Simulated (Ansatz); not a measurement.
**How far each method lies from UCCSDT(Q) for [Cl···H···S], triplet**

Geometry: a point of a hydrogen-transfer path between rigid fragments, not a stationary point.

```tsv
atom	x (Å)	y (Å)	z (Å)
Cl	0.0000	0.0000	-1.3920
H	0.0000	0.0000	-0.2030
S	0.0000	0.0000	1.5950
```

Basis cc-pVDZ; Ansatz 0.2.0. Correlated methods freeze the noble-gas cores, which leaves 14 electrons in 31 orbitals. Prefix R: restricted or restricted open-shell reference; prefix U: unrestricted. Active spaces: pair = (4e, 4o) about the gap; valence = (14e, 9o) chosen from the atoms' valence shells.

Full CI isn't at hand for all of this; UCCSDT(Q) serves as the reference, and is uncertain by about the last step of the cluster series. The frozen core follows each run's orbitals, which can shift R against U totals by a few meV.

For open shells CISD is restricted-active-space CI with the open shells as a complete middle space.

The UHF ⟨S²⟩ is 2.010. The ⟨S²⟩ of the determinant under UCCSD is 2.010. The T1 diagnostic (RCCSD) is 0.0119. The largest doubles amplitude (RCCSD) is 0.042. The T1 diagnostic (UCCSD) is 0.0080.

| level | E − E(UCCSDT(Q)) (kcal/mol) | share of correlation (%) | wall time |
| --- | --- | --- | --- |
| RHF† | 176.27 | – | – |
| UHF† | 173.36 | – | 0.54 s |
| RMP2 | 23.80 | 86.53 | – |
| UMP2 | 24.35 | 86.22 | – |
| CISD† | 16.94 | – | 3.2 s |
| RCCSD | 3.37 | 98.09 | – |
| UCCSD | 3.30 | 98.13 | – |
| RCCSD(T) | 0.60 | 99.66 | 2.6 s |
| UCCSD(T) | 0.58 | 99.67 | 2.4 s |
| BCCD(T) | 0.59 | 99.67 | 2.8 s |
| RCCSDT | 0.26 | 99.85 | – |
| UCCSDT | 0.25 | 99.86 | – |
| RCCSDT(Q) | 0.01 | 100.00 | 16 s |
| CASSCF (pair space)*† | 168.70 | – | – |
| MRCISD (pair space)*† | 15.77 | – | – |
| MRCISD+Q (pair space)*† | 0.56 | – | 3.6 s |
| CASSCF (valence space)† | 167.10 | – | – |
| NEVPT2 (valence space)† | 35.89 | – | 1.5 s |
| MRCISD (valence space)† | 15.46 | – | – |
| MRCISD+Q (valence space)† | 0.71 | – | 2.7 s |

An asterisk marks runs whose energy the program itself flagged as in doubt. A dagger marks rows that describe another state than the reference (another or a broken symmetry, a higher spin or other natural occupations), so the difference isn't the method's error.

The correlation energy at UCCSDT(Q), counted from the determinant under the R cluster runs, is -7.664 eV. That run took 13 s on 1 thread of Arm Neoverse V2, shared host.

Run but not shown, since their state or frozen core can't be matched to the reference's or they repeat it: NEVPT2 (pair space).

Times hold each run's SCF and search for its determinant on a shared host, so for small cases they say little of a method's own cost; they ran on 1 thread of Arm Neoverse V2.
